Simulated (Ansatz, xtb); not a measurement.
Molecule: C4H4N, net charge 0, doublet state. It need not be the lowest isomer of its formula. SMILES: C1=C[N]C=C1
Geometry from a B3LYP-D3(BJ)/def2-TZVP (Ansatz, an electronic-structure program) optimisation:
```
C
C 1 1.3579
H 1 1.0780 2 128.39
H 2 1.0780 1 128.39 3 0.00
C 2 1.4569 4 126.29 1 -180.00
N 5 1.3417 2 112.23 4 -180.00
C 6 1.3417 5 104.91 2 0.00
H 7 1.0817 6 121.12 5 -180.00
H 5 1.0817 6 121.12 7 180.00
```
Charge 0, spin multiplicity 2.

Harmonic wavenumbers from GFN2-xTB (xtb, at its own minimum), cm⁻¹: 425, 453, 691, 722, 753, 810, 814, 832, 929, 1043, 1060, 1086, 1166, 1202, 1306, 1406, 1499, 3137, 3139, 3158, 3171.

Give the harmonic wavenumbers at B3LYP-D3(BJ)/def2-TZVP (Ansatz, finite differences of forces, unscaled).

494, 544, 658, 712, 825, 842, 883, 908, 937, 1044, 1078, 1091, 1202, 1297, 1361, 1432, 1559, 3203, 3207, 3235, 3253 cm⁻¹. Zero-point energy 42.5 kcal/mol.

From these and the geometry, give the ideal-gas thermochemistry at 298.15 K and 1 atm (rigid rotor, harmonic oscillator).

Point group C2v, rotational symmetry number 2. Rotational constants 9.993, 8.858, 4.696 GHz. S(trans) 38.48, S(rot) 22.78, S(vib) 2.98, S(elec, spin only) 1.38, S 65.6 cal/(mol K). H(298) - H(0) 3.05 kcal/mol; G - E(el) 26.0 kcal/mol.
